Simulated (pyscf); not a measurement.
Structures and frequencies: ωB97X-D3(BJ)/def2-SVP in PySCF.

Q: For AsH₃ + gallane (GaH₃) -> H₂Ga–AsH₂ + hydrogen (H₂), a four-centre exchange (singlet surface; As–H, Ga–H broken, As–Ga, H–H formed), PBE/def2-TZVP gives ΔE‡ = 12.0 kcal/mol and ΔE = -11.5 kcal/mol (zero: the separated reactants). In which direction and how far do PBE0-D3(BJ)/def2-TZVP, M06-2X/def2-TZVP, ωB97M-D3(BJ)/def2-TZVP move these?

A: PBE0-D3(BJ): ΔE‡ = 13.7 kcal/mol, ΔE = -11.5 kcal/mol; M06-2X: ΔE‡ = 17.6 kcal/mol, ΔE = -13.2 kcal/mol; ωB97M-D3(BJ): ΔE‡ = 21.1 kcal/mol, ΔE = -8.9 kcal/mol. PBE's barrier lies under all of them, by 1.7 to 9.1 kcal/mol. Its reaction energy lies among theirs. On the reactant side the descent ends in a complex, 5.5 kcal/mol under the separated species and 22.5 kcal/mol under the saddle at ωB97X-D3(BJ)/def2-TZVP. At the saddle there is also a short Ga–H contact that neither side keeps. At ωB97X-D3(BJ)/def2-TZVP the barrier from the zero used here is 17.0 kcal/mol. One saddle was located; it need not be the lowest between these sides. Elements up to Kr have no core potential and no relativistic terms here.
